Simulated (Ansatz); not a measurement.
# One arrangement of a pair

The pair of NH3 (SMILES N, atoms 1–4) and SiH4O (SMILES [SiH3]O, atoms 5–10), both closed shells, in one local arrangement (a lower one may exist), relaxed at PBE0-D4/def2-TZVP:

| atom | x (Å) | y (Å) | z (Å) |
| --- | --- | --- | --- |
| N1 | 0.1283 | 0.4157 | -1.9528 |
| H2 | -0.8296 | 0.1659 | -2.1674 |
| H3 | 0.2467 | 1.3945 | -2.1846 |
| H4 | 0.7268 | -0.1181 | -2.5717 |
| Si5 | -0.1912 | -0.3912 | 1.8213 |
| O6 | 0.9305 | -0.0751 | 0.6812 |
| H7 | 0.5248 | -0.6693 | 3.0914 |
| H8 | -1.1252 | 0.7532 | 2.0415 |
| H9 | -1.0359 | -1.5748 | 1.4793 |
| H10 | 0.6250 | 0.0991 | -0.2383 |

Ansatz 0.2.0; basis: def2-TZVPPD, with def2-QZVPPD for the basis limit; cores frozen in the correlated methods. B3LYP uses VWN-RPA correlation. Extrapolation: Hartree–Fock as exp(−7.88 √X), correlation as X^−2.97. Interaction energies count from these two fragments, frozen as in the pair, with the counterpoise correction; negative means bound.

(1) What is the interaction energy by CCSD(T) at an estimated basis limit (MP2 extrapolated from triple and quadruple zeta, plus CCSD(T) − MP2 in triple zeta)? (An estimate is asked for; the value comes from the calculation.)

(2) Which atoms make the shortest contact between the fragments?

The T1 diagnostic stays at or below 0.012.

Results:

(1) By the calculation: -38.7 kJ/mol. Hartree–Fock alone gives -25.6 kJ/mol at the basis limit. It counts from the two fragments frozen as in the pair.

The same quantity by other methods in triple zeta, and each one's difference from that estimate:
```tsv
method	E_int (kJ/mol)	difference
PBE-D4	-44.2	-5.5
revPBE-D4	-40.7	-2.0
BLYP-D4	-40.5	-1.8
r2SCAN-D4	-42.1	-3.4
B97M-V	-39.4	-0.7
PBE0-D4	-43.1	-4.4
B3LYP-D4	-41.1	-2.4
HSE06-D4	-43.0	-4.4
wB97X-V	-38.8	-0.1
wB97M-V	-38.6	0.1
B2PLYP	-36.4	2.3
HF	-25.5	13.2
MP2	-37.2	1.5
CCSD	-34.2	4.5
CCSD(T)	-36.4	2.3
```
Differences are method less estimate.

(2) N1 and H10, 1.81 Å apart.

Energy to bend the free fragments (PBE0-D4 minima) into their shapes in the pair, CCSD(T)/def2-TZVPPD: NH3 0.1 kJ/mol; SiH4O 3.2 kJ/mol. This must be added to the interaction energy to get the binding energy from relaxed fragments.

Basis-set superposition shift (counterpoise-corrected less uncorrected): CCSD(T) 3.1; MP2 3.1; HF 0.5; PBE0-D4 0.7; wB97M-V 0.8 kJ/mol.

For scale, one of the runs: CCSD(T)/def2-TZVPPD, 244 basis functions, launched by `ansatz run in.yaml --threads 4 --pin off --events-out ev --progress --plain --max-ram 9574MiB`. Hardware: 4 CPU threads of an Intel Xeon Platinum 8375C, shared host. Wall time 46 s; peak host memory 4.8 GiB.
